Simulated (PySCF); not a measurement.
Gas-phase reaction: SiH + 3 OH ⇌ SiO(OH)2 + H2

Computed with PySCF and rigid-rotor harmonic-oscillator thermochemistry at 1 bar. † marks an energy on the PBE0/def2-TZVP geometry and frequencies; other levels use their own. CCSD(T) freezes the core. 6-31G* has spherical d functions here. Open shells (unrestricted): SiH (multiplicity 2, electronic degeneracy 4), OH (multiplicity 2, electronic degeneracy 4); the rest are closed-shell singlets. Spin-orbit splitting is ignored; it lowers the true energy and changes the entropy of SiH, OH. B3LYP is the form with VWN-RPA correlation. SiO(OH)2: computed as isolated molecules; such fragments, hydroxides, amides, oligomers or adducts are transient or little studied in the gas. CCSD(T) isn't extrapolated to the basis-set limit; its ΔH°(298 K) is -1145.6 kJ in def2-SVP and -1249.1 kJ in def2-TZVPP. The harmonic model lacks anharmonicity and excited electronic states, which grow with temperature; levels with a mode under 35 cm⁻¹ are left out. Internal rotation in SiO(OH)2 is treated as a harmonic vibration of one conformer, which makes the entropy rough. Warning, large T1 diagnostic: SiH (CCSD(T)/def2-TZVPP†).

ΔH° and ΔS° at 298 K: B3LYP/6-31G* -1198 kJ, -328 J/K; BLYP/def2-TZVP† -1247 kJ, -328 J/K; CCSD(T)/def2-SVP† -1146 kJ, -328 J/K; CCSD(T)/def2-TZVPP† -1249 kJ, -328 J/K.

**Question.** With the heat capacities included, give log10 K (1 bar) at 600, 1200, 1600, 2000, 2500 K from B3LYP/6-31G*, BLYP/def2-TZVP†, CCSD(T)/def2-SVP†, CCSD(T)/def2-TZVPP†.

**Answer.** 
| T (K) | B3LYP/6-31G* | BLYP/def2-TZVP† | CCSD(T)/def2-SVP† | CCSD(T)/def2-TZVPP† |
|---|---|---|---|---|
| 600 | 87.1 | 91.4 | 82.5 | 91.6 |
| 1200 | 35.1 | 37.2 | 32.8 | 37.3 |
| 1600 | 22.2 | 23.8 | 20.5 | 23.9 |
| 2000 | 14.5 | 15.8 | 13.1 | 15.8 |
| 2500 | 8.4 | 9.4 | 7.3 | 9.5 |
